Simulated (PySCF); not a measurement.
Compound: C2H2FS (charge -1).
Atom-mapped SMILES: `[F:1]/[CH:2]=[CH:3]/[S-:4]` (hydrogens: H5 on C2; H6 on C3)

A GFN2-xTB structure was refined with PBE0-D3(BJ)/def2-SVP geometry optimisation, gas phase in PySCF 2.14.0. Its GFN2-xTB values:

| coordinate | GFN2-xTB |
| --- | --- |
| F1–C2 | 1.393 Å |
| C2=C3 | 1.334 Å |
| C2–H5 | 1.077 Å |
| C3–S4 | 1.702 Å |
| C3–H6 | 1.089 Å |
| F1–C2–C3 | 121.5° |
| F1–C2–H5 | 111.7° |
| C2–C3–S4 | 124.4° |
| C2–C3–H6 | 118.8° |
| C3–C2–H5 | 126.8° |
| S4–C3–H6 | 116.8° |

Question: How do these coordinates change at the PBE0-D3(BJ)/def2-SVP level?

Answer: 
```csv
coordinate,PBE0-D3(BJ)/def2-SVP (Å or °),change
C3–S4,1.724,+0.022
C3–H6,1.108,+0.019
C2–H5,1.094,+0.017
F1–C2,1.377,-0.016
C2=C3,1.348,+0.014
C2–C3–H6,112.6,-6.2
C2–C3–S4,128.3,+3.9
S4–C3–H6,119.1,+2.3
C3–C2–H5,125.6,-1.2
F1–C2–H5,112.5,+0.8
F1–C2–C3,121.9,+0.4
```

The energy falls by 5.8 kJ/mol over 6 energy and gradient evaluations, the largest force component goes from 0.0246 to 2.2e-04 Eh/bohr, and the atoms move by 0.045 Å rms after alignment. The bond that changes most is C3–S4 (ends: alkene CH carbon; sulfur bonded to C), which lengthens by 0.022 Å. Bonds longer at the end by more than 0.005 Å: 4 of 5; shorter: 1. Rotational constants go from 56912, 2485, 2381 to 58779, 2412, 2317 MHz.

The run used 70 basis functions and 38 SCF cycles in all. On one thread, Arm Neoverse V2, shared host, this took 6.7 s.

No PBE0-D3(BJ)/def2-SVP frequencies stand behind this structure, so it isn't proved a minimum. The geometry's basis has no diffuse functions, a weakness for an anion.
